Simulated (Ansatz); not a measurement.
# MgBH (singlet): wave-function methods side by side at scale of all distances = 1.000, cc-pVDZ

How much of the correlation energy of MgBH (singlet) does each wave-function method recover here?

Method: cc-pVDZ, core rule «outside noble gas», up to 6 orbitals frozen; program: Ansatz 0.2.0, Gaussian basis.

To be run: UHF; CCSD(T) on RHF; CCSD(T) on UHF; BCCD(T) on RHF; CISD; CCSDT(Q) on RHF; CCSDT(Q) on UHF; CASSCF and MRCISD+Q, 2 electrons in 2 orbitals; CASSCF and NEVPT2, 2 electrons in 2 orbitals; Full CI.

19 further runs of the same task are left out: 4 for a known fault of the program, 12 that didn't finish, 3 set aside as unsound or not needed. Runs told in other sessions of the task aren't counted.

## Step 1: What is computed

The geometry derives from a PBE0/def2-TZVP stationary point (not a proven minimum). All distances are scaled together.

3 atoms, charge 0, spin multiplicity 1.

Atoms are counted from 1 here; the program's logs count them from 0.

Bond lengths: B1–Mg2 2.396 Å, B1–H3 1.232 Å. Angles: Mg2–B1–H3 107.0°.

As a file:

```xyz
3

B     0.0000   -0.1899    1.5908
Mg    0.0000    0.0452   -0.7932
H     0.0000    0.9473    2.0641
```

## Step 2: UHF

Input file in.yaml:

```yaml
crystal:
  periodic: [false, false, false]
  atoms:
    - {symbol: B, position_ang: [0.000000, -0.189866, 1.590848]}
    - {symbol: Mg, position_ang: [0.000000, 0.045170, -0.793215]}
    - {symbol: H, position_ang: [0.000000, 0.947259, 2.064053]}
basis:
  gaussian: {orbitals: cc-pVDZ}
magnetization: {spin_polarized: true, initial_magnetization: 0}
hamiltonian: {xc: hf}
output: {orbitals: {seedname: orbitals}}
```

Started as:

```bash
ansatz run in.yaml --threads 1 --pin off --events-out ev --progress --plain --max-ram 2393MiB
```

Further steps of the session: CCSD(T) on RHF; CCSD(T) on UHF; BCCD(T) on RHF; CISD; CCSDT(Q) on RHF; CCSDT(Q) on UHF; CASSCF and MRCISD+Q, 2 electrons in 2 orbitals; CASSCF and NEVPT2, 2 electrons in 2 orbitals; Full CI.

Q: Predict the results of all the runs planned. Wanted: FCI from the RHF energy; RMP2 from FCI; UMP2 from FCI; RCCSD from FCI; RCCSD(T) from FCI; UCCSD(T) from FCI; RCCSDT(Q) from FCI; UCCSDT(Q) from FCI; NEVPT2 pair from FCI.

**Answer**, as computed:

| quantity | value |
| --- | --- |
| FCI from the RHF energy | -3.8937 eV |
| RMP2 from FCI | +1193.7 meV |
| UMP2 from FCI | +1131.5 meV |
| RCCSD from FCI | +210.1 meV |
| RCCSD(T) from FCI | +46.1 meV |
| UCCSD(T) from FCI | +133.6 meV |
| RCCSDT(Q) from FCI | +0.9 meV |
| UCCSDT(Q) from FCI | -1.1 meV |
| NEVPT2 pair from FCI | +833.8 meV |
| MRCISD+Q pair from FCI | +5.7 meV |
| levels within 1 kcal/mol (43 meV) | RCCSDT, UCCSDT, RCCSDT(Q), UCCSDT(Q), MRCISD+Q pair |
| T1 diagnostic | 0.042 |
| effectively unpaired electrons | 0.48 |

**Reading.** RCCSD(T) lands +46.1 meV from the yardstick (1.2 % of the correlation energy). CCSD(T) misses by +46.1 meV on the restricted determinant and by +133.6 meV on the unrestricted one; the two need not hold the same state or core. The occupations show static correlation (0.48 effectively unpaired electrons where one determinant has 0). Of the multireference levels listed MRCISD+Q pair comes nearest in total energy (+5.7 meV), which doesn't show that its space is the better one. These misses are within one basis, not against nature.
